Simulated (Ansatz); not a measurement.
**AlNH2+ (doublet): from Hartree-Fock to the top rungs, cc-pVTZ**

Aim: climb from Hartree-Fock through coupled cluster for AlNH2+ (doublet) at one geometry and basis, and see what each rung misses.

Method: cc-pVTZ, core rule «outside noble gas», up to 6 orbitals frozen; program: Ansatz 0.2.0, Gaussian basis.

The runs, in order: UHF; CCSD(T) on ROHF; CCSD(T) on UHF; BCCD(T) on ROHF; CCSDT(Q) on ROHF; CCSDT(Q) on UHF.

14 further runs of the same task are left out: 8 for a known fault of the program, 6 set aside as unsound or not needed.

**1. The geometry**

The geometry is a PBE0/def2-TZVP stationary point (not a proven minimum) of the parent state, kept for this charge and spin.

4 atoms, charge 1, spin multiplicity 2.

Atoms are counted from 1 here; the program's logs count them from 0.

Bond lengths: Al1–N2 1.768 Å, Al1–H3 1.611 Å, N2–H4 1.009 Å. Angles: N2–Al1–H3 113.2°, Al1–N2–H4 161.1°.

**2. UHF**

Contents of in.yaml:

```yaml
crystal:
  periodic: [false, false, false]
  atoms:
    - {symbol: Al, position_ang: [0.000000, -0.084877, 0.620504]}
    - {symbol: N, position_ang: [0.000000, 0.035620, -1.143535]}
    - {symbol: H, position_ang: [0.000000, 1.349999, 1.353786]}
    - {symbol: H, position_ang: [0.000000, 0.427096, -2.073077]}
basis:
  gaussian: {orbitals: cc-pVTZ}
total_charge: 1
magnetization: {spin_polarized: true, initial_magnetization: 1}
hamiltonian: {xc: hf}
output: {orbitals: {seedname: orbitals}}
```

Run with:

```sh
$ ansatz run in.yaml --threads 1 --pin off --events-out ev --progress --plain --max-ram 2816MiB --backend cpu
```

After this run come: CCSD(T) on ROHF; CCSD(T) on UHF; BCCD(T) on ROHF; CCSDT(Q) on ROHF; CCSDT(Q) on UHF.

**Question.** What will the summary of the whole plan be? Wanted: UCCSDT(Q) below the RHF energy; RMP2 from UCCSDT(Q); UMP2 from UCCSDT(Q); RCCSD from UCCSDT(Q); RCCSD(T) from UCCSDT(Q); UCCSD(T) from UCCSDT(Q); RCCSDT(Q) from UCCSDT(Q); T1 diagnostic.

**Answer**, as computed:

| quantity | value |
| --- | --- |
| UCCSDT(Q) below the RHF energy | -7.2634 eV |
| RMP2 from UCCSDT(Q) | +90.3 kJ/mol |
| UMP2 from UCCSDT(Q) | +91.9 kJ/mol |
| RCCSD from UCCSDT(Q) | +27.4 kJ/mol |
| RCCSD(T) from UCCSDT(Q) | +3.8 kJ/mol |
| UCCSD(T) from UCCSDT(Q) | +3.9 kJ/mol |
| RCCSDT(Q) from UCCSDT(Q) | +0.3 kJ/mol |
| levels within 1 kcal/mol (43 meV) | RCCSD(T), UCCSD(T), BCCD(T), RCCSDT, UCCSDT, RCCSDT(Q) |
| T1 diagnostic | 0.026 |

In words: RCCSD(T) lands +3.8 kJ/mol from the yardstick (0.5 % of the correlation energy). These misses are within one basis, not against nature; the frozen cores of restricted and unrestricted runs differ, which can shift their rows.
